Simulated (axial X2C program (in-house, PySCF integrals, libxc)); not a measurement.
# All-electron X2C curves of FB⁺

Aim: find the lowest determinant of FB⁺, scan the bond at several levels and fit the constants, once spin-free and once with spin–orbit coupling.

The runs use an in-house X2C program for linear molecules on PySCF integrals; all-electron X2C, F dyall-av3z, B dyall-v3z.

All values are calculated.

**1. The job**

task.json reads:

```json
{"zs": [9, 5], "q": 1, "bas": ["dyall-av3z", "dyall-v3z"], "levels": ["PBE0", "HF", "M06"], "cc": true, "r0": 1.49, "thr": -2.0, "nmax": 90, "npts": 10, "nst": 2, "ntry": 6}
```

Keys: zs atomic numbers; q charge; bas basis sets; levels methods (HF also brings MP2); cc coupled cluster on or off; r0 starting distance in Å; thr threshold in hartree for freezing inner shells (an s shell follows its p shell); nmax most natural virtual spinors; npts points asked for on the curve; nst determinants followed; ntry starts of the search.

Started as:

```
$ python so2c.py task.json out
```

Spin-free means the one-electron spin-free X2C Hamiltonian; two-component (2c) means X2C with spin–orbit coupling and atomic mean-field two-electron Coulomb and Gaunt terms. Basis: F dyall-av3z contracted to [7s6p3d2f], B dyall-v3z contracted to [7s6p2d1f]; Gaussian nuclei, density fitting. Masses: F 18.998 u, B 11.009 u.

Notation: σ, π±, δ± give the projection m of an orbital's angular momentum (0, ±1, ±2), α and β its spin, Λ and M_S the sums; ω is the projection of a spinor's total angular momentum and Ω the sum. Logs are in hartree.

The results follow Hamiltonian by Hamiltonian and level by level.

**2. Search for the lowest determinant**

PBE0 moves the distance from 1.490 Å to 1.212 Å and compares determinants there.

Spin-free determinants:

| ΔE (eV) | state | open shells |
| --- | --- | --- |
| 0.00 | M_S = 1/2, Λ = 0 | beyond closed shells: σα |
| 8.63 | M_S = 1/2, Λ = 1 | beyond closed shells: π+α, π+β, π-α |

Two-component determinants:

| ΔE (eV) | state | open shells |
| --- | --- | --- |
| 0.00 | Ω = 1/2 | excess of +ω over −ω: ω = 1/2 |
| 8.61 | Ω = 3/2 | excess of +ω over −ω: ω = 3/2 |

**3. PBE0, spin-free**

State followed: M_S = 1/2, Λ = 0 (beyond closed shells: σα). The scan is laid around 1.212 Å, a first estimate of the minimum, and this SCF restarts from the orbitals of the search.

The SCF at the reference distance of 1.212 Å:

```text
spin-free X2C-1e  PBE0
basis functions 96  fitting functions 539  grid points 4345
iter        total energy     max residual
   1       -124.284117523     8.50e-06
   2       -124.284117523     6.29e-06
converged
one-electron -205.59700934  Coulomb 75.73723165  exact exchange -3.41914999  xc functional -10.65285856  nuclear repulsion 19.64766872
```

Along the bond, energies from the lowest point:

| R (Å) | E (eV) | μ (D) | HOMO (eV) | LUMO (eV) | iterations |
| --- | --- | --- | --- | --- | --- |
| 1.054 | 1.3108 | 2.54 | -19.22 | -12.80 | 10 |
| 1.103 | 0.5554 | 2.79 | -19.35 | -12.92 | 9 |
| 1.139 | 0.2243 | 2.99 | -19.44 | -13.02 | 9 |
| 1.176 | 0.0503 | 3.19 | -19.54 | -13.12 | 9 |
| 1.212 | 0.0000 | 3.38 | -19.63 | -13.24 | 2 |
| 1.254 | 0.0637 | 3.62 | -19.74 | -13.38 | 10 |
| 1.297 | 0.2275 | 3.85 | -19.83 | -13.53 | 10 |
| 1.351 | 0.5447 | 4.14 | -19.95 | -13.73 | 11 |
| 1.418 | 1.0375 | 4.50 | -20.07 | -13.98 | 11 |
| 1.515 | 1.8600 | 4.99 | -20.20 | -14.34 | 11 |

Dipoles are positive if B is the positive end and refer to the centre of mass.

Outer orbitals at the reference distance:

| symmetry | occupied | ε (eV) | atomic character |
| --- | --- | --- | --- |
| σα | yes | -26.48 | 79% F p, 8% F s, 7% B s |
| σβ | yes | -26.28 | 79% F p, 8% F s, 6% B s |
| π+β | yes | -23.97 | 82% F p, 10% B p, 5% B d |
| π-β | yes | -23.97 | 82% F p, 10% B p, 5% B d |
| π+α | yes | -23.95 | 80% F p, 13% B p, 4% B d |
| π-α | yes | -23.95 | 80% F p, 13% B p, 4% B d |
| σα | yes | -19.63 | 47% B s, 35% B p, 10% F p |
| σβ | no | -13.24 | 51% B s, 26% B p, 11% F p |
| π-α | no | -10.50 | 70% B p, 12% F p, 8% F d |
| π+α | no | -10.50 | 70% B p, 12% F p, 8% F d |
| π+β | no | -8.70 | 72% B p, 12% F p, 10% F d |

PBE0 fields in the half plane through the axis: z from -2.4 to 3.6 Å across, distance from the axis 0.15 to 2.25 Å upwards; F lies at z = 0 and B at z = 1.212 Å; the ELF is damped to zero where the density is low.

log10 density (e/bohr³). Ten even steps from '0' (-7.30 ) to '9' (0.67 ):
```
001223333333433333221
012233444444444443322
122334455555555544332
123345566666665554433
223455667766666655443
234456777777777665543
234567788887777766544
234567899988987766544
```

ELF. Ten even steps from ' ' (0.00 ) to '@' (1.00 ):
```
                                          
                                          
                        ..==**++::        
            ............==##@@@@%%==      
          ..--======----++@@@@@@@@@@--    
        ..--**######**==++@@@@@@@@@@##    
        ::++%%%%%%%%##::  ==@@@@@@@@@@::  
        ::**%%##::**%%  @@::@@@@@@@@@@--  
```

Re = 1.211 Å, ωe = 1702 cm⁻¹, ωexe = 10.5 cm⁻¹, Be = 1.649 cm⁻¹, De = 5.58 eV, μ = 3.38 D.

**4. HF, spin-free**

Output at 1.212 Å:

```text
spin-free X2C-1e  HF
basis functions 96  fitting functions 539  grid points 4345
iter        total energy     max residual
   1       -123.888708930     4.17e-02
   2       -123.899828576     1.11e-02
   3       -123.900364882     5.00e-03
   4       -123.900514134     2.32e-03
   5       -123.900541578     7.12e-04
   6       -123.900543982     9.04e-05
   7       -123.900544030     2.98e-05
   8       -123.900544035     4.97e-06
   9       -123.900544035     9.47e-07
converged
one-electron -205.69511409  Coulomb 75.88275230  exact exchange -13.73585096  xc functional 0.00000000  nuclear repulsion 19.64766872
```

Re = 1.197 Å, ωe = 1791 cm⁻¹, ωexe = 10.2 cm⁻¹, Be = 1.688 cm⁻¹, De = 4.17 eV, μ = 3.68 D.

**5. M06, spin-free**

The SCF at the reference distance of 1.212 Å:

```text
spin-free X2C-1e  M06
basis functions 96  fitting functions 539  grid points 4345
iter        total energy     max residual
   1       -124.366118204     2.91e-02
   2       -124.367257477     8.96e-03
   3       -124.366684376     1.37e-02
   4       -124.367669788     1.33e-04
   5       -124.367670046     7.19e-05
   6       -124.367670090     1.43e-05
   7       -124.367670094     4.13e-06
   8       -124.367670094     8.89e-07
converged
one-electron -205.70813471  Coulomb 75.86111711  exact exchange -3.69562577  xc functional -10.47269546  nuclear repulsion 19.64766872
```

No constants are quoted: the points don't follow one smooth fit.

**6. MP2 and beyond, spin-free**

Correlated methods: 9 electrons correlated (frozen shells, counted by type: F 1 s; B 1 s), 175 virtual spinors in MP2, 89 natural virtuals in coupled cluster.

Output of the correlated part at 1.212 Å:

```text
correlated 9  virtual 175  natural virtual 89  E(MP2) -0.301674677  MP2 remainder -0.003587710
iter   CCSD correlation   residual
   1     -0.290557755   9.28e-02
   2     -0.296943865   4.02e-02
   3     -0.299217102   1.50e-02
   4     -0.299139615   4.02e-03
   5     -0.299157626   1.22e-03
   6     -0.299157431   3.17e-04
   7     -0.299157136   9.80e-05
   8     -0.299157879   3.57e-05
   9     -0.299156955   1.42e-05
  10     -0.299157273   3.84e-06
  11     -0.299157201   1.25e-06
  12     -0.299157210   4.53e-07
(T) -0.010361079  T1 0.0243  D1 0.0341  max T2 0.038
```

T1 in the output is the amplitude norm over the root of the electron number; divide by √2 for the Lee–Taylor value.

MP2: Re = 1.218 Å, ωe = 1685 cm⁻¹, Be = 1.63 cm⁻¹, De = 5.60 eV.

CCSD: Re = 1.213 Å, ωe = 1702 cm⁻¹, ωexe = 10.5 cm⁻¹, Be = 1.643 cm⁻¹, De = 4.69 eV. T1 at Re = 0.017 (Lee–Taylor, the printed value over √2).

CCSD(T): Re = 1.218 Å, ωe = 1677 cm⁻¹, ωexe = 10.5 cm⁻¹, Be = 1.631 cm⁻¹, De = 4.86 eV. T1 at Re = 0.017 (Lee–Taylor, the printed value over √2).

**7. The spin-free curves together**

Energy (eV) of the followed determinant, spin-free, from each level's lowest point:

| R (Å) | PBE0 | HF | MP2 | CCSD | CCSD(T) | M06 |
| --- | --- | --- | --- | --- | --- | --- |
| 1.054 | 1.311 | 1.152 | 1.419 | n/a | n/a | 1.268 |
| 1.103 | 0.555 | 0.442 | 0.625 | 0.583 | 0.616 | 0.524 |
| 1.139 | 0.224 | 0.147 | 0.268 | 0.241 | 0.263 | 0.203 |
| 1.176 | 0.050 | 0.011 | 0.071 | 0.058 | 0.069 | 0.040 |
| 1.212 | 0.000 | 0.000 | 0.000 | 0.000 | 0.000 | 0.000 |
| 1.254 | 0.064 | 0.111 | 0.043 | 0.057 | 0.044 | 0.076 |
| 1.297 | 0.228 | 0.322 | 0.190 | 0.216 | 0.189 | 0.253 |
| 1.351 | 0.545 | 0.702 | 0.491 | 0.529 | 0.485 | 0.573 |
| 1.418 | 1.037 | 1.270 | 0.973 | n/a | n/a | 1.072 |
| 1.515 | 1.860 | 2.193 | 1.812 | n/a | n/a | 1.903 |

**8. PBE0, 2c**

State followed: Ω = 1/2 (excess of +ω over −ω: ω = 1/2). The scan is laid around 1.212 Å, a first estimate of the minimum, and this SCF restarts from the orbitals of the search.

Output at 1.212 Å:

```text
two-component X2C + atomic mean field  PBE0
basis functions 96  fitting functions 539  grid points 4345
iter        total energy     max residual
   1       -124.276473301     9.93e-06
   2       -124.276473301     1.07e-05
converged
one-electron -205.57588071  Coulomb 75.73011476  exact exchange -3.41884507  xc functional -10.65190334  nuclear repulsion 19.64766872  atomic mean-field constant -0.00762766
```

Along the bond, energies from the lowest point:

| R (Å) | E (eV) | μ (D) | HOMO (eV) | LUMO (eV) | iterations |
| --- | --- | --- | --- | --- | --- |
| 1.054 | 1.3118 | 2.54 | -19.22 | -12.80 | 10 |
| 1.103 | 0.5559 | 2.79 | -19.34 | -12.92 | 9 |
| 1.139 | 0.2246 | 2.99 | -19.44 | -13.02 | 9 |
| 1.176 | 0.0504 | 3.19 | -19.54 | -13.12 | 9 |
| 1.212 | 0.0000 | 3.38 | -19.63 | -13.24 | 2 |
| 1.254 | 0.0636 | 3.61 | -19.73 | -13.38 | 10 |
| 1.297 | 0.2274 | 3.85 | -19.83 | -13.53 | 10 |
| 1.351 | 0.5446 | 4.14 | -19.95 | -13.73 | 11 |
| 1.418 | 1.0374 | 4.50 | -20.07 | -13.98 | 11 |
| 1.515 | 1.8600 | 4.99 | -20.20 | -14.34 | 11 |

Dipoles are positive if B is the positive end and refer to the centre of mass.

Outer spinors at the reference distance:

```
   ω  occupied  ε (eV)           atomic character  λ mixture
 1/2       yes  -26.48    79% F p, 8% F s, 7% B s     100% σ
-1/2       yes  -26.28    79% F p, 8% F s, 6% B s     100% σ
 1/2       yes  -23.99   82% F p, 10% B p, 5% B d     100% π
-1/2       yes  -23.96   80% F p, 13% B p, 4% B d     100% π
-3/2       yes  -23.95   82% F p, 10% B p, 5% B d     100% π
 3/2       yes  -23.93   80% F p, 13% B p, 4% B d     100% π
 1/2       yes  -19.63  47% B s, 35% B p, 10% F p     100% σ
-1/2        no  -13.24  51% B s, 26% B p, 11% F p     100% σ
-1/2        no  -10.51   70% B p, 12% F p, 8% F d     100% π
 3/2        no  -10.50   70% B p, 12% F p, 8% F d     100% π
 1/2        no   -8.70  72% B p, 12% F p, 10% F d     100% π
```

PBE0 fields in the half plane through the axis: z from -2.4 to 3.6 Å across, distance from the axis 0.15 to 2.25 Å upwards; F lies at z = 0 and B at z = 1.212 Å; the ELF is damped to zero where the density is low.

log10 density (e/bohr³). Ten even steps from '0' (-7.29 ) to '9' (0.67 ):
```
001223333333433333221
012233444444444443322
122334455555555544332
123345566666665554433
223455667766666655443
234456777777777665543
234567788887777766544
234567899988987766544
```

ELF. Ten even steps from '0' (0.00 ) to '9' (1.00 ):
```
000000000000000000000
000000000000000000000
000000000000146520000
000000111111479984000
000001344433599999300
000013677764599999700
000025888872049999920
000026872680929999930
```

Re = 1.211 Å, ωe = 1702 cm⁻¹, ωexe = 10.5 cm⁻¹, Be = 1.649 cm⁻¹, De = 5.58 eV, μ = 3.38 D.

**9. HF, 2c**

Output at 1.212 Å:

```text
two-component X2C + atomic mean field  HF
basis functions 96  fitting functions 539  grid points 4345
iter        total energy     max residual
   1       -123.881105177     4.17e-02
   2       -123.892222237     1.11e-02
   3       -123.892758512     5.00e-03
   4       -123.892907780     2.31e-03
   5       -123.892935210     7.11e-04
   6       -123.892937612     9.04e-05
   7       -123.892937659     2.98e-05
   8       -123.892937664     4.97e-06
   9       -123.892937665     9.45e-07
converged
one-electron -205.67396475  Coulomb 75.87560648  exact exchange -13.73462046  xc functional 0.00000000  nuclear repulsion 19.64766872  atomic mean-field constant -0.00762766
```

Re = 1.197 Å, ωe = 1791 cm⁻¹, ωexe = 10.2 cm⁻¹, Be = 1.688 cm⁻¹, De = 4.16 eV, μ = 3.68 D.

**10. M06, 2c**

The SCF at the reference distance of 1.212 Å:

```text
two-component X2C + atomic mean field  M06
basis functions 96  fitting functions 539  grid points 4345
iter        total energy     max residual
   1       -124.358456636     2.92e-02
   2       -124.359594912     8.96e-03
   3       -124.359021859     1.37e-02
   4       -124.360007308     1.33e-04
   5       -124.360007565     7.18e-05
   6       -124.360007609     1.43e-05
   7       -124.360007614     4.14e-06
   8       -124.360007614     9.01e-07
converged
one-electron -205.68699272  Coulomb 75.85397799  exact exchange -3.69529342  xc functional -10.47174053  nuclear repulsion 19.64766872  atomic mean-field constant -0.00762766
```

No constants are quoted: the points don't follow one smooth fit.

**11. Correlated methods, 2c**

Correlated methods: 9 electrons correlated (frozen shells, counted by type: F 1 s; B 1 s), 175 virtual spinors in MP2, 90 natural virtuals in coupled cluster.

Output of the correlated part at 1.212 Å:

```text
correlated 9  virtual 175  natural virtual 90  E(MP2) -0.301635987  MP2 remainder -0.003467916
iter   CCSD correlation   residual
   1     -0.290633515   9.28e-02
   2     -0.297016566   4.02e-02
   3     -0.299287437   1.50e-02
   4     -0.299210844   4.03e-03
   5     -0.299228713   1.23e-03
   6     -0.299228589   3.18e-04
   7     -0.299228238   9.82e-05
   8     -0.299228996   3.57e-05
   9     -0.299228075   1.42e-05
  10     -0.299228391   3.85e-06
  11     -0.299228318   1.25e-06
  12     -0.299228327   4.55e-07
(T) -0.010374748  T1 0.0242  D1 0.0341  max T2 0.038
```

MP2: Re = 1.218 Å, ωe = 1685 cm⁻¹, Be = 1.63 cm⁻¹, De = 5.59 eV.

CCSD: Re = 1.213 Å, ωe = 1703 cm⁻¹, ωexe = 10.5 cm⁻¹, Be = 1.643 cm⁻¹, De = 4.68 eV. T1 at Re = 0.017 (Lee–Taylor, the printed value over √2).

CCSD(T): Re = 1.218 Å, ωe = 1677 cm⁻¹, ωexe = 10.5 cm⁻¹, Be = 1.631 cm⁻¹, De = 4.85 eV. T1 at Re = 0.017 (Lee–Taylor, the printed value over √2).

**12. The 2c curves together**

Energy (eV) of the followed determinant, 2c, from each level's lowest point:

| R (Å) | PBE0 | HF | MP2 | CCSD | CCSD(T) | M06 |
| --- | --- | --- | --- | --- | --- | --- |
| 1.054 | 1.312 | 1.153 | 1.420 | n/a | n/a | 1.269 |
| 1.103 | 0.556 | 0.442 | 0.625 | 0.584 | 0.617 | 0.525 |
| 1.139 | 0.225 | 0.147 | 0.268 | 0.241 | 0.264 | 0.204 |
| 1.176 | 0.050 | 0.011 | 0.071 | 0.058 | 0.069 | 0.040 |
| 1.212 | 0.000 | 0.000 | 0.000 | 0.000 | 0.000 | 0.000 |
| 1.254 | 0.064 | 0.111 | 0.043 | 0.057 | 0.044 | 0.076 |
| 1.297 | 0.227 | 0.322 | 0.190 | 0.216 | 0.189 | 0.253 |
| 1.351 | 0.545 | 0.702 | 0.490 | 0.529 | 0.485 | 0.573 |
| 1.418 | 1.037 | 1.270 | 0.973 | n/a | n/a | 1.072 |
| 1.515 | 1.860 | 2.193 | 1.812 | n/a | n/a | 1.902 |

Time for the job: 51 s (1 thread of Intel Xeon 6975P-C (Granite Rapids), shared host); peak memory 0.5 GiB.

**13. Constants**

Lowest determinant that the search found at its distance, spin-free: M_S = 1/2, Λ = 0 (beyond closed shells: σα).

Lowest determinant that the search found at its distance, 2c: Ω = 1/2 (excess of +ω over −ω: ω = 1/2).

| Hamiltonian | level | Re (Å) | ωe (cm⁻¹) | De (eV) | μ (D) |
| --- | --- | --- | --- | --- | --- |
| spin-free | PBE0 | 1.211 | 1702 | 5.58 | 3.38 |
| spin-free | HF | 1.197 | 1791 | 4.17 | 3.68 |
| spin-free | MP2 | 1.218 | 1685 | 5.60 | n/a |
| spin-free | CCSD | 1.213 | 1702 | 4.69 | n/a |
| spin-free | CCSD(T) | 1.218 | 1677 | 4.86 | n/a |
| 2c | PBE0 | 1.211 | 1702 | 5.58 | 3.38 |
| 2c | HF | 1.197 | 1791 | 4.16 | 3.68 |
| 2c | MP2 | 1.218 | 1685 | 5.59 | n/a |
| 2c | CCSD | 1.213 | 1703 | 4.68 | n/a |
| 2c | CCSD(T) | 1.218 | 1677 | 4.85 | n/a |

Dipoles are positive if B is the positive end and refer to the centre of mass. No constants: spin-free M06 (the points don't follow one smooth fit); 2c M06 (the points don't follow one smooth fit).

Time per point (s) on 1 thread of Intel Xeon 6975P-C (Granite Rapids), shared host (2c runs; CCSD comes with the CCSD(T) run); the times are rough: PBE0 0.11, HF 0.045, MP2 0.082, CCSD(T) 2.4.

In words: At CCSD(T), going from spin-free to two-component changes Re by 0 mÅ, ωe by 0.0 %; the spin-free picture holds up (part of it comes from the scalar share of the two-electron terms). De moves by -0.01 eV; both De rest on single-determinant atoms, which can miss part of an open shell's spin–orbit lowering.

De refers to F + B+, each in the lowest determinant found, which need not be this curve's own limit. Each curve is one determinant whose occupation by symmetry is held fixed; it was picked as the lowest of a PBE0 search that is not exhaustive. Dissociation energies refer to the lowest single-determinant-based atoms at the same level and basis. Density functionals use the spin component along the axis (collinear). CCSD and (T) use frozen natural virtuals with an MP2 correction for the truncation.
